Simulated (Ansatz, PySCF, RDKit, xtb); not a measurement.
# Which structure has the formula CHSSi+?, part 1 of 2

Only the formula CHSSi+ is given (charge +1). Aim: find the structure of lowest free energy at 298.15 K, then its properties.

The funnel: GFN2-xTB relaxations, single points with a density functional, relaxations at PBE0-D3(BJ)/def2-SVP, harmonic vibrations, and a last energy at a higher level. All values are calculated.

7 further runs of the same task are left out: 7 set aside as unsound or not needed.

### 1 Possible bonding patterns

All bonding patterns within simple valence rules are listed by program: one Lewis structure each, at most two rings and one unusual centre or charged pair. O–O, O–halogen and N–halogen bonds and N–N–N chains are not drawn. That gives 7 candidates.

```csv
label,SMILES,spin
c005,[CH+]=[Si]=S,singlet
c038,[C+]#S#[SiH],singlet
c282,[SiH+]=C=S,singlet
c297,C#S#[Si+],singlet
c443,[Si+]#CS,singlet
c641,[C+]#[Si]S,singlet
c738,C1=[Si]=[S+]1,singlet
```

Candidates are built by distance geometry, with a force field where one applies, in up to four conformers (letters a to d). 6 starts with atoms placed at random are added, to find patterns that the rules miss.

### 2 Cheap relaxation of all starts

All 13 starts are relaxed the same way. One of them, c427 (atoms placed at random), in full:

start.xyz

```xyz
4
c427
C      0.734840     0.188540     1.172020
S     -0.963690    -1.251560     1.017110
Si     0.239200     1.843030    -0.024380
H      1.567590     0.260100     0.797950
```

On the command line:

```console
xtb start.xyz --gfn 2 --opt --chrg 1
```

Log (excerpt; [...] marks lines left out):

```text
* xtb version 6.7.1
[...]
          :  # basis functions                  25          :
[...]
          :  # electrons                        14          :
[...]
          :  Hamiltonian                  GFN2-xTB          :
[...]
          :  net charge                          1          :
          :  unpaired electrons                  0          :
[...]
   *** convergence criteria satisfied after 29 iterations ***
[...]
   *** GEOMETRY OPTIMIZATION CONVERGED AFTER 20 ITERATIONS ***
[...]
   *** convergence criteria satisfied after 3 iterations ***
[...]
         ::                     SUMMARY                     ::
         :::::::::::::::::::::::::::::::::::::::::::::::::::::
         :: total energy              -7.081887414187 Eh    ::
         :: gradient norm              0.000105166014 Eh/a0 ::
         :: HOMO-LUMO gap              1.307677900993 eV    ::
         ::.................................................::
         :: SCC energy                -7.138756517894 Eh    ::
         :: -> isotropic ES            0.103519882024 Eh    ::
         :: -> anisotropic ES         -0.006194719109 Eh    ::
         :: -> anisotropic XC          0.002184773037 Eh    ::
         :: -> dispersion             -0.002187975945 Eh    ::
         :: repulsion energy           0.056869103707 Eh    ::
         :: add. restraining           0.000000000000 Eh    ::
         :: total charge               1.000000000000 e     ::
         :::::::::::::::::::::::::::::::::::::::::::::::::::::
[...]
         7        2.0000           -0.5983828             -16.2828 (HOMO)
         8                         -0.5503265             -14.9751 (LUMO)
[...]
     #   Z          covCN         q      C6AA      α(0)
     1   6          2.776    -0.083    30.069     8.981
     2  16          1.792     0.300   129.407    19.147
     3  14          1.691     0.620   174.953    28.119
     4   1          0.925     0.164     1.300     1.783
[...]
     #   Z sym  total        # sym  WBO       # sym  WBO       # sym  WBO
 ---------------------------------------------------------------------------
     1   6      3.863 --     2      1.874     3      1.059     4      0.929
     2  16      2.729 --     1      1.874     3      0.843
     3  14      1.934 --     1      1.059     2      0.843
     4   1      0.973 --     1      0.929
 ---------------------------------------------------------------------------
[...]
molecular dipole:
                 x           y           z       tot (Debye)
 q only:       -0.273       1.436       0.803
   full:       -0.038       1.314       0.901       4.052
molecular quadrupole (traceless):
[...]
          | TOTAL ENERGY               -7.081887414187 Eh   |
          | GRADIENT NORM               0.000105166014 Eh/α |
          | HOMO-LUMO GAP               1.307677900993 eV   |
           -------------------------------------------------
[...]
```

Run time: 0.058 s. Hardware: 1 thread of Arm Neoverse V2, shared host.

### 3 Distinct minima at GFN2-xTB

13 of the 13 relaxations converged; 7 ended on a minimum already found. 6 distinct structures remain:

```csv
label,start,SMILES after,spin,energy (kcal/mol),note
c427,random and drawn,[CH]1[Si][S]1 ‡,singlet,0.0,
c514,random and drawn,[SiH+]=C=S,singlet,8.9,
c967,random and drawn,[Si+]#CS,singlet,24.6,
c038a,drawn,[C]1[SiH][S]1 ‡,singlet,29.3,bonds changed
c005a,drawn,[CH+]=[Si]=S,singlet,40.1,
c779,random and drawn,[C+]#[Si]S,singlet,77.5,
```

‡ marks the bonded skeleton alone, with all bonds drawn single: no Lewis structure was assigned that passes a check against the bond lengths.

### 4 Second filter: single points

A choice of the minima (the low ones first, few conformers of a pattern, up to a cap) and the lowest that fell apart get a single point at r2SCAN-D4/def2-SVP on the tight-binding geometry, and one at HF/STO-3G for comparison. The lowest singlets are also tried as triplets at the same geometry (label ending in t). The first, c427:

input.yaml

```yaml
basis:
  gaussian: {orbitals: def2-SVP}
crystal:
  periodic: [false, false, false]
  atoms:
    - symbol: C
      position_ang: [0.767495, 0.207721, 0.838895]
    - symbol: S
      position_ang: [-0.645856, -0.611263, 0.883496]
    - symbol: Si
      position_ang: [-0.276229, 1.588541, 0.058352]
    - symbol: H
      position_ang: [1.732530, -0.144889, 1.181958]
total_charge: 1
scf: {lower_state_search: off}
output: {orbitals: {seedname: orbitals}}
hamiltonian: {xc: r2scan, dispersion: d4}
```

On the command line:

```console
ansatz run input.yaml --threads 1 --pin off --max-ram 2610MiB --events-out events.jsonl --progress --plain --runs-dir runs
```

Log (excerpt; [...] marks lines left out):

```text
Warning: RAYON_NUM_THREADS=1 ignored (pool sized by the plan → 1); use --threads N
Functional definition: r2SCAN
  name "r2SCAN"
[...]
617 factors; their error is unknown
[...]
mean field -19747.57077860 eV, -725.7098407291 hartree, gradient 9.7e-7 eV, S^2 0.000000; 0 other end points of the search recorded, 0 dependent functions left out
reference -19747.57078586 eV, -725.7098409962 hartree; 18, 18 occupied and 37, 37 virtual orbitals, 617 factors
Total energy: -19747.58903658 eV, -725.7105116976 hartree
Checks for a lower state left out: stability, starts, cluster_reference, orbital_swaps, neighbouring_geometries, increment
```

Run time: 1.1 s. Hardware: 1 thread of Arm Neoverse V2, shared host.

Relative energies in kcal/mol, each column from its lowest structure that stays in one piece:

```csv
label,SMILES,spin,GFN2-xTB,HF/STO-3G,r2SCAN-D4/def2-SVP
c427,[CH]1[Si][S]1 ‡,singlet,0.0,0.0,0.0
c514,[SiH+]=C=S,singlet,8.9,23.6,27.7
c514t,[SiH+]=C=S,triplet,–,–,37.9
c967,[Si+]#CS,singlet,24.6,48.9,41.3
c967t,[Si+]#CS,triplet,–,–,42.6
c427t,[CH]1[Si][S]1 ‡,triplet,–,–,45.2
c038a,[C]1[SiH][S]1 ‡,singlet,29.3,100.5,73.5
```

‡ marks the bonded skeleton alone, with all bonds drawn single: no Lewis structure was assigned that passes a check against the bond lengths.

### 5 Third filter: density-functional geometries

3 candidates are relaxed at PBE0-D3(BJ)/def2-SVP (chosen among the lowest in one piece, with other spins of them). The first, c427:

input.yaml

```yaml
crystal:
  periodic: [false, false, false]
  atoms:
    - {symbol: C, position_ang: [0.767495, 0.207721, 0.838895]}
    - {symbol: S, position_ang: [-0.645856, -0.611263, 0.883496]}
    - {symbol: Si, position_ang: [-0.276229, 1.588541, 0.058352]}
    - {symbol: H, position_ang: [1.732530, -0.144889, 1.181958]}
basis:
  gaussian:
    orbitals: def2-SVP
hamiltonian:
  xc: {name: PBE0}
  dispersion: d3bj
total_charge: 1
scf:
  lower_state_search: "off"
relax:
  f_tol: 0.003
```

On the command line:

```console
ansatz run input.yaml --threads 1 --pin off --max-ram 2610MiB --events-out events.jsonl --progress --plain --runs-dir runs
```

Log (excerpt; [...] marks lines left out):

```text
Warning: RAYON_NUM_THREADS=1 ignored (pool sized by the plan → 1); use --threads N
[...]
Functional definition: PBE0
  name "PBE0"
[...]
564 factors; integrals over basis functions are off by at most 2.8e-4 eV
[...]
mean field -19741.38047438 eV, -725.4823512451 hartree, gradient 1.3e-6 eV, S^2 0.000000; 0 other end points of the search recorded, 0 dependent functions left out
[...]
reference -19741.38049261 eV, -725.4823519149 hartree; 18, 18 occupied and 37, 37 virtual orbitals, 564 factors
relax step   1: F+E_penalty+E_count = -19741.47198649 eV  Δ(F+E_penalty+E_count) = +0.000e0 eV  max|allowed force component| = 9.759e-1 eV/Å  Δτ_max = 0.0000 Å  (14 SCF iters, accepted)
[...]
relax step   5: F+E_penalty+E_count = -19741.54438548 eV  Δ(F+E_penalty+E_count) = -8.945e-5 eV  max|allowed force component| = 1.043e-2 eV/Å  Δτ_max = 0.0036 Å  (15 SCF iters, accepted)
[...]
relax step   6: F+E_penalty+E_count = -19741.54438807 eV  Δ(F+E_penalty+E_count) = -2.591e-6 eV  max|allowed force component| = 1.198e-3 eV/Å  Δτ_max = 0.0004 Å  (12 SCF iters, accepted)
Total energy: -19741.54440620 eV, -725.4883756285 hartree
Atom 0 at     0.788186     0.215759     0.839824 Å, force     0.000305     0.001028    -0.000352 eV/Å
Atom 1 at    -0.655997    -0.549835     0.856207 Å, force    -0.001198    -0.000595    -0.000004 eV/Å
Atom 2 at    -0.311707     1.537406     0.072161 Å, force     0.000917    -0.000821     0.000523 eV/Å
Atom 3 at     1.757459    -0.163219     1.194509 Å, force    -0.000023     0.000387    -0.000167 eV/Å
Dipole moment:     0.244508     0.216781    -0.038473 e Å
Checks for a lower state left out: stability, starts, cluster_reference, orbital_swaps, neighbouring_geometries, increment
```

Wall time 6 s (1 thread of Arm Neoverse V2, shared host).

Energy change by step (eV): 0.0000, -0.0585, -0.0715, -0.0723, -0.0724, -0.0724.

After the run. Bond lengths: C1–S2 1.635 Å, C1–Si3 1.883 Å, S2–Si3 2.256 Å, C1–H4 1.100 Å. Angles: C1–S2–Si3 55.1°, S2–C1–Si3 79.4°, C1–Si3–S2 45.4°, S2–C1–H4 127.9°, Si3–C1–H4 152.7°.

### 6 The relaxed candidates

```csv
label,spin,r2SCAN-D4/def2-SVP (kcal/mol),"PBE0-D3(BJ)/def2-SVP, relaxed (kcal/mol)",time
c427,singlet,0.0,0.0,6 s
c514,singlet,27.7,30.0,7.5 s
c514t,triplet,37.9,39.7,16 s
```

c427: Bond lengths: C1–S2 1.635 Å, C1–Si3 1.883 Å, S2–Si3 2.256 Å, C1–H4 1.100 Å. Angles: C1–S2–Si3 55.1°, S2–C1–Si3 79.4°, C1–Si3–S2 45.4°, S2–C1–H4 127.9°, Si3–C1–H4 152.7°.

c514: Bond lengths: C1–S2 1.507 Å, C1–Si3 1.925 Å, Si3–H4 1.523 Å. Angles: S2–C1–Si3 170.0°, C1–Si3–H4 87.1°.

c514t: Bond lengths: C1–S2 1.522 Å, C1–Si3 1.773 Å, Si3–H4 1.489 Å. Angles: S2–C1–Si3 174.0°, C1–Si3–H4 119.6°.

### 7 Harmonic analysis of the finalists

The lowest few in one piece go on as finalists. Harmonic vibrations at PBE0-D3(BJ)/def2-SVP test each finalist and give the zero-point energy and the thermal terms. The first, c427:

input.yaml

```yaml
crystal:
  periodic: [false, false, false]
  atoms:
    - symbol: C
      position_ang: [0.788186, 0.215759, 0.839824]
    - symbol: S
      position_ang: [-0.655997, -0.549835, 0.856207]
    - symbol: Si
      position_ang: [-0.311707, 1.537406, 0.072161]
    - symbol: H
      position_ang: [1.757459, -0.163219, 1.194509]
basis:
  gaussian:
    orbitals: def2-SVP
total_charge: 1
hamiltonian:
  xc: {name: PBE0}
  dispersion: d3bj
scf:
  lower_state_search: "off"
phonons: {}
```

On the command line:

```console
ansatz run input.yaml --threads 1 --pin off --max-ram 2610MiB --events-out events.jsonl --progress --plain --runs-dir runs
```

Log (excerpt; [...] marks lines left out):

```text
Warning: RAYON_NUM_THREADS=1 ignored (pool sized by the plan → 1); use --threads N
[... 2 set-up lines as earlier in the session ...]
[...]
565 factors; integrals over basis functions are off by at most 3.1e-4 eV
[...]
mean field -19741.45282450 eV, -725.4850100630 hartree, gradient 6.3e-6 eV, S^2 0.000000; 0 other end points of the search recorded, 0 dependent functions left out
[...]
reference -19741.45284264 eV, -725.4850107298 hartree; 18, 18 occupied and 37, 37 virtual orbitals, 565 factors
[...]
565 factors; integrals over basis functions are off by at most 3.1e-4 eV
mean field -19741.45273596 eV, -725.4850068092 hartree, gradient 9.2e-7 eV, S^2 0.000000; 0 other end points of the search recorded, 0 dependent functions left out
[...]
reference -19741.45275410 eV, -725.4850074761 hartree; 18, 18 occupied and 37, 37 virtual orbitals, 565 factors
[...]
565 factors; integrals over basis functions are off by at most 3.0e-4 eV
[...]
565 factors; integrals over basis functions are off by at most 3.0e-4 eV
mean field -19741.45277146 eV, -725.4850081139 hartree, gradient 2.6e-6 eV, S^2 0.000000; 0 other end points of the search recorded, 0 dependent functions left out
[...]
reference -19741.45278961 eV, -725.4850087807 hartree; 18, 18 occupied and 37, 37 virtual orbitals, 565 factors
Total energy: -19741.54440701 eV, -725.4883756582 hartree
Atom 0 at     0.788186     0.215759     0.839824 Å, force     0.000242     0.001023    -0.000369 eV/Å
Atom 1 at    -0.655997    -0.549835     0.856207 Å, force    -0.001158    -0.000587     0.000002 eV/Å
Atom 2 at    -0.311707     1.537406     0.072161 Å, force     0.000935    -0.000824     0.000530 eV/Å
Atom 3 at     1.757459    -0.163219     1.194509 Å, force    -0.000020     0.000388    -0.000163 eV/Å
Dipole moment:     0.244507     0.216781    -0.038473 e Å
Vibrations: 415.28 697.85 811.61 1023.40 1067.21 3206.25 cm⁻¹, zero-point energy 0.447681 eV
Checks for a lower state left out: stability, starts, cluster_reference, orbital_swaps, neighbouring_geometries, increment
```

Wall time 12 s (1 thread of Arm Neoverse V2, shared host).

### 8 Zero-point energy and free-energy terms

At 298.15 K and 1 atm, ideal gas, rigid rotor and harmonic oscillator:

```csv
label,SMILES,spin,point group,lowest mode (cm⁻¹),zero-point (kcal/mol),G − E (kcal/mol)
c427,[CH]1[Si][S]1 ‡,singlet,Cs,415,10.3,-6.0
c514,[SiH][C][S] ‡,singlet,Cs,211,7.3,-9.3
c514t,[SiH+]=C=S,triplet,Cs,245,7.7,-9.2
```

‡ marks the bonded skeleton alone, with all bonds drawn single: no Lewis structure was assigned that passes a check against the bond lengths.

### 9 Last filter: a higher level

Each finalist gets a single point at CCSD(T)/def2-TZVPP.

c427, CCSD(T)/def2-TZVPP:

input.yaml

```yaml
basis:
  gaussian: {orbitals: def2-TZVPP}
crystal:
  periodic: [false, false, false]
  atoms:
    - {symbol: C, position_ang: [0.788186, 0.215759, 0.839824]}
    - {symbol: S, position_ang: [-0.655997, -0.549835, 0.856207]}
    - {symbol: Si, position_ang: [-0.311707, 1.537406, 0.072161]}
    - {symbol: H, position_ang: [1.757459, -0.163219, 1.194509]}
total_charge: 1
correlation: {method: ccsd_t, frozen_orbitals: {S: 5, Si: 5, C: 1, H: 0}}
```

On the command line:

```console
ansatz run input.yaml --threads 1 --pin off --max-ram 2610MiB --events-out events.jsonl --progress --plain --runs-dir runs
```

Log (excerpt; [...] marks lines left out):

```text
Warning: RAYON_NUM_THREADS=1 ignored (pool sized by the plan → 1); use --threads N
Functional definition: HF
  name "HF"
[...]
761 factors; integrals over basis functions are off by at most 1.1e-3 eV
[...]
mean field -19718.11302735 eV, -724.6272883379 hartree, gradient 2.2e-6 eV, S^2 0.000000; 0 other end points of the search recorded, 0 dependent functions left out
11 core orbitals not correlated: weight in the atoms' cores, before any rotation towards them, 1.000 or more for the frozen orbitals, at most 0.000 for the correlated occupied ones
reference -19718.11302735 eV, -724.6272883379 hartree; 7, 7 occupied and 111, 111 virtual orbitals, 761 factors
second order -10.82007425 eV of doubles, -0.00000000 eV of singles
cycle   1  -11.08331777 eV  change   -2.6e-1 eV  update   1.0e-1
[...]
cycle  11  -11.57503199 eV  change   -8.1e-6 eV  update   4.4e-6
perturbative correction -0.69574795 eV, -0.0255682655 hartree
Total energy: -19730.38380728 eV, -725.0782311831 hartree
```

Run time: 6 s. Hardware: 1 thread of Arm Neoverse V2, shared host; peak memory 0.43 GiB.

### 10 c514 at CCSD(T)/def2-TZVPP

input.yaml

```yaml
crystal:
  periodic: [false, false, false]
  atoms:
    - {symbol: C, position_ang: [-0.903118, 0.017647, -0.150847]}
    - {symbol: S, position_ang: [-1.667704, 1.196660, -0.694800]}
    - {symbol: Si, position_ang: [-0.163875, -1.496388, 0.780385]}
    - {symbol: H, position_ang: [0.939417, -1.504399, -0.269239]}
basis:
  gaussian:
    orbitals: def2-TZVPP
total_charge: 1
magnetization:
  spin_polarized: false
  initial_magnetization: 0
correlation:
  method: ccsd_t
  frozen_orbitals: {S: 5, Si: 5, C: 1, H: 0}
```

On the command line:

```console
ansatz run input.yaml --threads 1 --pin off --max-ram 2610MiB --events-out events.jsonl --progress --plain --runs-dir runs
```

Log (excerpt; [...] marks lines left out):

```text
Warning: RAYON_NUM_THREADS=1 ignored (pool sized by the plan → 1); use --threads N
[... 2 set-up lines as earlier in the session ...]
[...]
759 factors; integrals over basis functions are off by at most 1.0e-3 eV
[...]
mean field -19716.85504190 eV, -724.5810582255 hartree, gradient 1.0e-5 eV, S^2 0.000000; 2 other end points of the search recorded, 0 dependent functions left out; unrestricted orbitals would lower it
11 core orbitals not correlated: weight in the atoms' cores, before any rotation towards them, 1.000 or more for the frozen orbitals, at most 0.000 for the correlated occupied ones
reference -19716.85504190 eV, -724.5810582255 hartree; 7, 7 occupied and 111, 111 virtual orbitals, 759 factors
second order -10.88708742 eV of doubles, -0.00000000 eV of singles
cycle   1  -11.02160324 eV  change   -1.3e-1 eV  update   1.2e-1
[...]
cycle  11  -11.64763049 eV  change    8.1e-7 eV  update   7.4e-6
perturbative correction -0.72441528 eV, -0.0266217706 hartree
Total energy: -19729.22708767 eV, -725.0357225215 hartree
```

It took 6.9 s on 1 thread of Arm Neoverse V2, shared host; peak memory 0.44 GiB.

The reference is strongly spin-contaminated for c514t (⟨S²⟩ 2.35), so the correlated energies there are unreliable.

For c514 the log finds that unrestricted Hartree-Fock orbitals lie lower, a sign to watch the closed-shell reference there.

### 11 Putting it together

Energies in kcal/mol from c427; G adds the thermal terms to the CCSD(T)/def2-TZVPP energy. The columns left of the relaxed level are at the tight-binding geometries.

```csv
label,SMILES,spin,r2SCAN-D4/def2-SVP,PBE0-D3(BJ)/def2-SVP,HF/def2-TZVPP,MP2/def2-TZVPP,CCSD(T)/def2-TZVPP,G,share at equilibrium,T1
c427,[CH]1[Si][S]1 ‡,singlet,0.0,0.0,0.0,0.0,0.0,0.0,100.0 %,0.019
c514,[SiH][C][S] ‡,singlet,27.7,30.0,29.0,27.5,26.7,23.4,< 0.1 %,0.020
c514t,[SiH+]=C=S,triplet,37.9,39.7,29.1,55.7,45.8,42.6,< 0.1 %,0.054
```

‡ marks the bonded skeleton alone, with all bonds drawn single: no Lewis structure was assigned that passes a check against the bond lengths.

Lowest found: c427, `[CH]1[Si][S]1` ‡, a singlet of point group Cs. Bond lengths: C1–S2 1.635 Å, C1–Si3 1.883 Å, S2–Si3 2.256 Å, C1–H4 1.100 Å. Angles: C1–S2–Si3 55.1°, S2–C1–Si3 79.4°, C1–Si3–S2 45.4°, S2–C1–H4 127.9°, Si3–C1–H4 152.7°.

```xyz
4

C     0.7882    0.2158    0.8398
S    -0.6560   -0.5498    0.8562
Si   -0.3117    1.5374    0.0722
H     1.7575   -0.1632    1.1945
```

‡ marks the bonded skeleton alone, with all bonds drawn single: no Lewis structure was assigned that passes a check against the bond lengths.

### 12 Density, orbitals and dipole (PBE0/def2-TZVPD)

input.yaml

```yaml
crystal:
  periodic: [false, false, false]
  atoms:
    - {symbol: C, position_ang: [0.788186, 0.215759, 0.839824]}
    - {symbol: S, position_ang: [-0.655997, -0.549835, 0.856207]}
    - {symbol: Si, position_ang: [-0.311707, 1.537406, 0.072161]}
    - {symbol: H, position_ang: [1.757459, -0.163219, 1.194509]}
basis:
  gaussian:
    orbitals: def2-TZVPD
total_charge: 1
hamiltonian:
  xc: pbe0
output:
  forces: true
  orbitals: {seedname: orbitals}
```

On the command line:

```console
ansatz run input.yaml --threads 1 --pin off --max-ram 2610MiB --events-out events.jsonl --progress --plain --runs-dir runs
```

Log (excerpt; [...] marks lines left out):

```text
Warning: RAYON_NUM_THREADS=1 ignored (pool sized by the plan → 1); use --threads N
[... 2 set-up lines as earlier in the session ...]
[...]
836 factors; their error is unknown
[...]
mean field -19749.25605970 eV, -725.7717736676 hartree, gradient 6.3e-5 eV, S^2 0.000000; 0 other end points of the search recorded, 0 dependent functions left out
[...]
reference -19749.25608492 eV, -725.7717745943 hartree; 18, 18 occupied and 117, 117 virtual orbitals, 836 factors
Total energy: -19749.25608492 eV, -725.7717745943 hartree
Atom 0 at     0.788186     0.215759     0.839824 Å, force     0.007134    -0.102039     0.043261 eV/Å
Atom 1 at    -0.655997    -0.549835     0.856207 Å, force     0.295102     0.421350    -0.111850 eV/Å
Atom 2 at    -0.311707     1.537406     0.072161 Å, force     0.063398    -0.441934     0.194054 eV/Å
Atom 3 at     1.757459    -0.163219     1.194509 Å, force    -0.365634     0.122623    -0.125466 eV/Å
Dipole moment:     0.222471     0.175840    -0.026240 e Å
```

It took 3.6 s on 1 thread of Arm Neoverse V2, shared host.

(Continued in part 2 of 2.)
